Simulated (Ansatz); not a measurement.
Cartesian coordinates in Å:
```
C 0.959 0.009 0.907
C -0.333 -0.174 0.162
O -0.552 -1.479 -0.138
F -1.369 0.322 0.968
C -0.455 0.693 -1.094
O -0.797 0.227 -2.143
H 1.092 1.053 1.192
H 0.932 -0.606 1.807
H 1.797 -0.311 0.287
H -1.024 -1.507 -0.985
H -0.250 1.772 -0.963
```

Total charge 0; spin multiplicity 1.

Problem. List the ωB97M-V/def2-TZVPP orbital energies in eV (Ansatz 0.2.0). (Best estimate.)

Solution. Ansatz gave: Occupied: -677.53, -527.17, -526.87, -285.50, -284.66, -281.83, -36.65, -33.44, -32.36, -24.83, -21.93, -19.91, -18.37, -17.76, -16.66, -15.99, -14.87, -14.44, -14.21, -13.91, -13.47, -12.99, -11.96, -10.68. Lowest empty: 0.72, 2.74, 3.32, 3.77, 4.42, 4.76, 5.40, 5.72.
